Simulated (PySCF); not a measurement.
**Frontier levels across methods**

C₄H₅FO.
Z-matrix (Å and degrees, PBE0-D3(BJ)/def2-SVP geometry), rows numbered from 1:
```
O 
C   1  1.1866
F   2  1.3400  1  120.71
C   2  1.4743  1  127.71  3  -179.79
C   4  1.5136  2  116.68  1    34.46
C   5  1.4807  4   60.69  2  -106.46
H   4  1.0911  2  115.51  1  -179.10
H   5  1.0923  4  116.41  6  -110.12
H   5  1.0927  4  116.16  6   108.72
H   6  1.0923  4  116.62  5   110.23
H   6  1.0928  4  115.83  5  -108.68
```

Basis pcSseg-2 throughout (PySCF), one geometry. The structure is a single PBE0-D3(BJ)/def2-SVP conformer in the gas phase; no vibrational or solvent corrections.

Task: How do the orbital energies, the gap and the dipole change with the method?

Result: 
| method | kind | HOMO (eV) | LUMO (eV) | gap (eV) | μ (D) | SCF cycles |
| --- | --- | --- | --- | --- | --- | --- |
| B97-D | GGA | -7.23 | -1.43 | 5.80 | 3.27 | 16 |
| KT3 | GGA | -7.36 | -1.46 | 5.91 | 3.27 | 16 |
| KT2 | GGA | -7.38 | -1.47 | 5.91 | 3.30 | 16 |
| B3LYP | global hybrid | -8.67 | -0.72 | 7.95 | 3.38 | 15 |
| PBE0 | global hybrid | -8.92 | -0.43 | 8.50 | 3.37 | 14 |
| mPW1PW91 | global hybrid | -8.95 | -0.45 | 8.51 | 3.37 | 14 |

The HOMO spans 1.72 eV, from B97-D down to mPW1PW91, and the gap runs from 5.80 eV (B97-D) to 8.51 eV (mPW1PW91). Over the methods B97-D (0 %), KT3 (0 %), KT2 (0 %), B3LYP (20 %), PBE0 (25 %), mPW1PW91 (25 %), a straight line through the gap against the share of exact exchange rises by 1.05 eV for each 10 % (correlation coefficient 1.000). The dipole ranges from 3.27 D (KT3) to 3.38 D (B3LYP). This basis has no diffuse functions.
